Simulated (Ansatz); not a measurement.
## What each rung costs, and what it gives

Saddle point of SiH5O, doublet (SiH₄O ([OH][SiH3]) + H → SiH₃O ([OH][SiH2]) + H₂; bonds formed: H1–H4; bonds broken: H1–Si2), PBE0-D4/def2-TZVP structure:

```xyz
7
angstrom
H -0.7585 -0.7052 0.8864
Si 0.2157 0.2619 0.1456
O 0.0119 -0.0571 -1.4554
H -1.5500 -1.5186 1.4290
H -0.1353 1.6685 0.4867
H 1.6114 -0.0051 0.5922
H 0.6048 0.3558 -2.0843
```

Barriers are electronic and count from the start structure reached by relaxing down the imaginary mode. Spin–orbit coupling is left out.

Program: Ansatz 0.2.0. Basis: as named in each row. Cores are frozen in the correlated methods; orbitals are unrestricted. B3LYP uses VWN-RPA correlation. Extrapolation: Hartree–Fock as exp(−7.88 √X), correlation as X^−2.97.

Times are rough, for one single point on 2 threads of a shared host (Arm Neoverse V2).

The estimate by CCSD(T) at an estimated basis limit (MP2 extrapolated from triple and quadruple zeta, plus CCSD(T) − MP2 in triple zeta) is 5.57 kcal/mol.

| method | basis | time (s) | barrier (kcal/mol) | method less estimate |
| --- | --- | --- | --- | --- |
| SPW92 | def2-TZVPP | under 1 | -4.11 | -9.69 |
| PBE-D4 | def2-TZVPP | 1 | 0.72 | -4.86 |
| BLYP-D4 | def2-TZVPP | 1 | -0.36 | -5.94 |
| PBE0-D4 | def2-TZVPP | 2 | 2.63 | -2.94 |
| B3LYP-D4 | def2-TZVPP | 2 | 1.18 | -4.40 |
| BHLYP-D4 | def2-TZVPP | 2 | 3.53 | -2.04 |
| CAM-B3LYP-D4 | def2-TZVPP | 2 | 2.33 | -3.25 |
| PBE-QIDH | def2-TZVPP | 2 | 5.54 | -0.03 |
| RPA on PBE | def2-TZVPP | 2 | 6.59 | 1.02 |
| B2PLYP | def2-TZVPP | 2 | 4.06 | -1.51 |
| r2SCAN-D4 | def2-TZVPP | 3 | -0.16 | -5.73 |
| r2SCAN0-D4 | def2-TZVPP | 3 | 0.91 | -4.66 |
| wB97X-V | def2-TZVPP | 6 | 5.49 | -0.09 |
| MP2 | def2-QZVPP | 6 | 7.84 | 2.26 |
| B97M-V | def2-TZVPP | 6 | 1.78 | -3.80 |
| wB97M-V | def2-TZVPP | 6 | 5.49 | -0.08 |
| CCSD(T) | def2-TZVPP | 25 | 6.04 | 0.47 |

All methods are single points on the PBE0-D4 structures; a negative value means that the method puts the saddle structure below the start.

T1 diagnostic: at most 0.015. ⟨S²⟩ of the unrestricted Hartree–Fock references: 0.75 to 0.76 (a pure state has 0.75).

Radical steps of this kind take place in plasma deposition and etching.

Labels in which every atom is bracketed show which atoms are joined, not bond orders.
